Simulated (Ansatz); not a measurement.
Run this with Ansatz 0.2.0, Python API and show what comes out.

The script, `cas.py`:
```python
"""Active-space calculation on H2O2Si."""

import warnings

import ansatz

warnings.simplefilter("ignore", ansatz.DeckWarning)

geometry_ang = [
    ("O", (-1.4782, -0.1569, -0.2592)),
    ("Si", (-0.2186, -0.7282, 0.528)),
    ("O", (1.0576, 0.1954, 0.0764)),
    ("H", (-1.2631, 0.6613, -0.8461)),
    ("H", (1.9523, -0.0452, 0.4595)),
]
molecule = ansatz.Crystal.molecule()
for symbol, xyz in geometry_ang:
    molecule = molecule.atom(symbol, xyz)

setup = (
    molecule.calculation()
    .basis(gaussian="6-31G*")
    .correlation(active_electrons=4, active_orbitals=4)
)
for method in ["sc_nevpt2"]:
    data = (setup if method is None else setup.correlation(method)).run(threads=1, backend="cpu").report
    space = data["configurations"]
    state = space["states"][0]
    print(method or "casscf", f"total {data['free_energy_ev'] / 27.211386246:.6f} Ha, active-space state {state['energy']['hartree']:.6f} Ha, mean field {data['reference_energy_ev'] / 27.211386246:.6f} Ha")
    print("  determinants", state["n_determinants"], " natural occupations", [round(n, 3) for n in space["natural_occupations"]])
```

Output of `python cas.py`:
```text
RunWarning: the results are in doubt because another end's mean lies 0.667 eV lower, and its corrected mean 0.358 eV higher
sc_nevpt2 total -440.284800 Ha, active-space state -439.870517 Ha, mean field -439.844443 Ha
  determinants 36  natural occupations [1.999, 1.925, 0.055, 0.021]
```
(Warnings from the package without file and line.)

Total energies depend on the basis set; only differences at equal settings carry meaning. The geometry is a force-field or estimated start, not a minimum of this method, and the basis set is short of its limit. The active space starts as a window about the frontier orbitals and is then optimised, not chosen by chemistry. A lower CASSCF solution was found and passed over, so the printed active-space state isn't the lowest. The script silences the warnings on its input, which a real study should read. Wall time of the script: 3.5 s on 1 thread of Arm Neoverse V1 (shared host), peak memory 0.15 GiB.

(Lines on the test bed's own set-up are left out of the output.)
